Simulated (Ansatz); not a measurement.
# Rhenium, hcp under PBE: convergence with the plane-wave cutoff

Aim: find which plane-wave cutoff is enough for energy and pressure. The geometry was relaxed under PBE beforehand and stays fixed; 9 values are run, from 150 to 800 eV. Wanted are the values from which on the energy stays within 10 and 1 meV/atom, and the pressure within 0.5 GPa, of the last run. Within the series other settings stay. Spin polarisation is left out.

Method: DFT PBE, plane waves with PAW, scalar-relativistic, in Ansatz 0.2.0.

**1. The structure to begin with**

The structure is hexagonal, space group P6_3/mmc (No. 194). Conventional cell: a = 2.777 Å, b = 2.777 Å, c = 4.479 Å, α = 90.00°, β = 90.00°, γ = 120.00°. Around Re (site symmetry -6m2) lie 12 Re at 2.75 to 2.78 Å.

Structure file:

```cif
data_structure
_symmetry_space_group_name_H-M 'P6_3/mmc'
_symmetry_Int_Tables_number 194
_cell_length_a 2.7769
_cell_length_b 2.7769
_cell_length_c 4.4788
_cell_angle_alpha 90.000
_cell_angle_beta 90.000
_cell_angle_gamma 120.000
_cell_volume 29.91
loop_
_atom_site_label
_atom_site_type_symbol
_atom_site_symmetry_multiplicity
_atom_site_Wyckoff_symbol
_atom_site_fract_x
_atom_site_fract_y
_atom_site_fract_z
_atom_site_occupancy
Re1 Re 2 c 0.33333 0.66667 0.25000 1
```

**2. A run at the usual settings, for scale**

The input, input.yaml:

```yaml
crystal:
  lattice:
    - [2.7768706464, 0.0, 0.0]
    - [-1.3884353232, 2.4048405228, 0.0]
    - [0.0, 0.0, 4.4788142384]
  atoms:
    - { symbol: Re, position: [0.3333333333, 0.6666666667, 0.25] }
    - { symbol: Re, position: [0.6666666667, 0.3333333333, 0.75] }
hamiltonian:
  xc: pbe
  pseudopotentials:
    kind: paw
    azcp:
      Re: "pseudopotentials/Re.paw.azcp"
basis:
  ecutwfc: 420
  fft_grid_basis: typed
kpoints:
  mp_grid: { grid: [21, 21, 12], shift: [0, 0, 0] }
magnetization:
  spin_polarized: false
scf:
  occupations: { method: fermi_dirac, width: 0.1 }
  lower_state_search: "off"
output:
  stress: true
```

Command:

```bash
ansatz run input.yaml --threads 1 --pin off --max-ram 3584MiB --backend cpu --events-out ev --progress --plain --runs-dir out
```

**3. Run at 150 eV**

The run at 150 eV.

input.yaml, as its differences from that of step 2:

```diff
@@ -15,6 +15,6 @@
 basis:
-  ecutwfc: 420
+  ecutwfc: 150
   fft_grid_basis: typed
 kpoints:
-  mp_grid: { grid: [21, 21, 12], shift: [0, 0, 0] }
+  mp_grid: { grid: [13, 13, 7], shift: [0, 0, 0] }
 magnetization:
```

**4. Run at 200 eV**

The run at 200 eV.

input.yaml, as its differences from that of step 3:

```diff
@@ -15,3 +15,3 @@
 basis:
-  ecutwfc: 150
+  ecutwfc: 200
   fft_grid_basis: typed
```

**5. Run at 250 eV**

The run at 250 eV.

input.yaml, as its differences from that of step 4:

```diff
@@ -15,3 +15,3 @@
 basis:
-  ecutwfc: 200
+  ecutwfc: 250
   fft_grid_basis: typed
```

**6. Run at 300 eV**

The run at 300 eV.

input.yaml, as its differences from that of step 5:

```diff
@@ -15,3 +15,3 @@
 basis:
-  ecutwfc: 250
+  ecutwfc: 300
   fft_grid_basis: typed
```

**7. Run at 350 eV**

The run at 350 eV.

input.yaml, as its differences from that of step 6:

```diff
@@ -15,3 +15,3 @@
 basis:
-  ecutwfc: 300
+  ecutwfc: 350
   fft_grid_basis: typed
```

**8. Run at 420 eV**

The run at 420 eV.

input.yaml, as its differences from that of step 7:

```diff
@@ -15,3 +15,3 @@
 basis:
-  ecutwfc: 350
+  ecutwfc: 420
   fft_grid_basis: typed
```

**9. Run at 500 eV**

The run at 500 eV.

input.yaml, as its differences from that of step 8:

```diff
@@ -15,3 +15,3 @@
 basis:
-  ecutwfc: 420
+  ecutwfc: 500
   fft_grid_basis: typed
```

**10. Run at 600 eV**

The run at 600 eV.

input.yaml, as its differences from that of step 9:

```diff
@@ -15,3 +15,3 @@
 basis:
-  ecutwfc: 500
+  ecutwfc: 600
   fft_grid_basis: typed
```

**11. Run at 800 eV**

The run at 800 eV.

input.yaml, as its differences from that of step 10:

```diff
@@ -15,3 +15,3 @@
 basis:
-  ecutwfc: 600
+  ecutwfc: 800
   fft_grid_basis: typed
```

(Steps that only read results are left out.)

Before running it: what results should come out?

The runs gave:

```
                                                                     quantity                                value
                                  E(σ → 0) stays within 10 meV/atom of 800 eV                       from 420 eV on
                                             E(σ → 0) stays within 1 meV/atom                       from 500 eV on
                                                pressure stays within 0.5 GPa                       from 300 eV on
                                                           pressure at 800 eV                            -0.03 GPa
                                              CPU time, dearest over cheapest                                  4.1
run at the usual settings (mesh 21×21×12 against the series' 13×13×7, 420 eV)  +3.3 meV/atom from 800 eV, 0.03 GPa
```

**Reading.** The far end, 150 eV, lies +27345 meV/atom and -110.4 GPa from the yardstick. The energy falls at each step up in cutoff, as the variational principle asks. 1 meV/atom is reached at 500 eV; energy differences often converge earlier, as errors cancel.
